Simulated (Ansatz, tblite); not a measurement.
Removing and adding an electron: AlN₂. The state is a doublet with charge 0. Geometry: r2SCAN-D4/def2-TZVP. Ansatz, gas phase; energy differences of separate SCF runs; the oxidised species is a singlet (the triplet lies 2.35 eV higher at PBE0-D4/def2-TZVP); the reduced species is a triplet (the singlet lies 0.71 eV higher at PBE0-D4/def2-TZVPD).

```xyz
3

Al    0.271   -0.476    1.604
N    -0.049    0.072   -0.268
N    -0.222    0.403   -1.336
```

The xTB rows come from tblite. Correlated methods freeze 7 core orbitals. The structure comes from a short search, and lower isomers may exist.

```json
{"level": "GFN1-xTB", "−HOMO (eV)": "–", "vertical IE (eV)": "11.19", "−LUMO (eV)": "–", "vertical EA (eV)": "3.12", "HOMO–LUMO gap (eV)": "–", "IE − EA (eV)": "8.07", "remarks": "–"}
{"level": "PBE-D4/def2-TZVP", "−HOMO (eV)": "3.80", "vertical IE (eV)": "6.91", "−LUMO (eV)": "3.56", "vertical EA (eV)": "–", "HOMO–LUMO gap (eV)": "0.23", "IE − EA (eV)": "–", "remarks": "–"}
{"level": "PBE-D4/def2-TZVPD", "−HOMO (eV)": "3.81", "vertical IE (eV)": "–", "−LUMO (eV)": "3.57", "vertical EA (eV)": "0.94", "HOMO–LUMO gap (eV)": "0.24", "IE − EA (eV)": "–", "remarks": "HOMO above zero (-1 triplet)"}
{"level": "r2SCAN-D4/def2-TZVPD", "−HOMO (eV)": "4.08", "vertical IE (eV)": "–", "−LUMO (eV)": "3.44", "vertical EA (eV)": "1.02", "HOMO–LUMO gap (eV)": "0.65", "IE − EA (eV)": "–", "remarks": "HOMO above zero (-1 triplet)"}
{"level": "PBE0-D4/def2-TZVP", "−HOMO (eV)": "4.65", "vertical IE (eV)": "6.84", "−LUMO (eV)": "2.59", "vertical EA (eV)": "–", "HOMO–LUMO gap (eV)": "2.06", "IE − EA (eV)": "–", "remarks": "–"}
{"level": "PBE0-D4/def2-TZVPD", "−HOMO (eV)": "4.66", "vertical IE (eV)": "–", "−LUMO (eV)": "2.59", "vertical EA (eV)": "0.85", "HOMO–LUMO gap (eV)": "2.06", "IE − EA (eV)": "–", "remarks": "HOMO above zero (-1 triplet)"}
```

Estimate the rows for GFN2-xTB, HF/def2-TZVPP, MP2/def2-TZVPP, CCSD/def2-TZVPP, CCSD(T)/def2-TZVPP.


```
             level  −HOMO (eV)  vertical IE (eV)  −LUMO (eV)  vertical EA (eV)  HOMO–LUMO gap (eV)  IE − EA (eV)                                  remarks
          GFN2-xTB           –                 –           –              3.63                   –             –                                        –
     HF/def2-TZVPP           –              5.96           –                 –                   –             –  spin-contaminated (⟨S²⟩ 0.84) (doublet)
    MP2/def2-TZVPP           –              5.91           –                 –                   –             –  spin-contaminated (⟨S²⟩ 0.84) (doublet)
   CCSD/def2-TZVPP           –              6.24           –                 –                   –             –  spin-contaminated (⟨S²⟩ 0.84) (doublet)
CCSD(T)/def2-TZVPP           –              6.27           –                 –                   –             –  spin-contaminated (⟨S²⟩ 0.84) (doublet)
```

Run but left out: r2SCAN-D4/def2-TZVP (flagged by the program: asymmetric forces).   A HOMO above zero means that the electron is unbound at that level or that self-interaction error raises the level; the energy of removing that electron tells which. HOMO and LUMO are the levels of the spin that leaves or enters (xTB has no such levels and no spin-polarisation term). Other spin states of the ions may lie lower, which would lower the ionisation energy or raise the affinity. Raw xTB energy differences between charge states are shifted by several eV; the methods need an empirical correction for them.
